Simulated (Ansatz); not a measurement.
# C2H7Al: the cost of one run

All numbers below are computed with Ansatz 0.2.0 (RKS PBE/6-31G*).

**1. The structure to begin with**

Bond lengths: C1–Al2 1.924 Å, Al2–C3 1.972 Å, C1–H4 1.052 Å, C1–H5 1.155 Å, C1–H6 1.149 Å, Al2–H7 1.614 Å, C3–H8 1.060 Å, C3–H9 1.091 Å, C3–H10 1.154 Å. Angles (14 of 15 angles, heavy atoms first): C1–Al2–C3 118.8°, C1–Al2–H7 121.1°, C3–Al2–H7 120.1°, Al2–C1–H4 111.2°, Al2–C1–H5 111.6°, Al2–C1–H6 112.4°, Al2–C3–H8 111.7°, Al2–C3–H9 112.4°, Al2–C3–H10 110.1°, H4–C1–H5 107.3°, H4–C1–H6 108.8°, H5–C1–H6 105.3°, H8–C3–H9 110.4°, H8–C3–H10 106.1°.

As a file:

```xyz
10

C    -1.2169    0.8808   -0.7518
Al    0.4946    0.0237   -0.5568
C     0.8825   -0.9581    1.1083
H    -2.0010    0.1824   -0.6877
H    -1.3123    1.4120   -1.7735
H    -1.3880    1.7017    0.0337
H     1.6025    0.0983   -1.7282
H     0.0879   -0.8775    1.8059
H     1.1241   -2.0066    0.9263
H     1.8097   -0.5079    1.6269
```

**2. Preparing the start**

input.yaml

```yaml
crystal:
  periodic: [false, false, false]
  atoms:
    - { symbol: C, position_ang: [-1.2169, 0.8808, -0.7518] }
    - { symbol: Al, position_ang: [0.4946, 0.0237, -0.5568] }
    - { symbol: C, position_ang: [0.8825, -0.9581, 1.1083] }
    - { symbol: H, position_ang: [-2.001, 0.1824, -0.6877] }
    - { symbol: H, position_ang: [-1.3123, 1.412, -1.7735] }
    - { symbol: H, position_ang: [-1.388, 1.7017, 0.0337] }
    - { symbol: H, position_ang: [1.6025, 0.0983, -1.7282] }
    - { symbol: H, position_ang: [0.0879, -0.8775, 1.8059] }
    - { symbol: H, position_ang: [1.1241, -2.0066, 0.9263] }
    - { symbol: H, position_ang: [1.8097, -0.5079, 1.6269] }
basis:
  gaussian: { orbitals: "6-31G*" }
hamiltonian:
  xc: pbe
relax:
  f_tol: 0.02
  max_steps: 40
scf:
  lower_state_search: "off"
```

Launch:

```sh
$ ansatz run input.yaml --threads 1 --pin off --max-ram 2048MiB --backend cpu --events-out ev --progress --plain --runs-dir out
```

**Question.** How long does this run take on 1 thread of AMD EPYC (Zen 3), shared host, and how much memory does it need?

About 16 s, with a peak of 0.11 GiB.
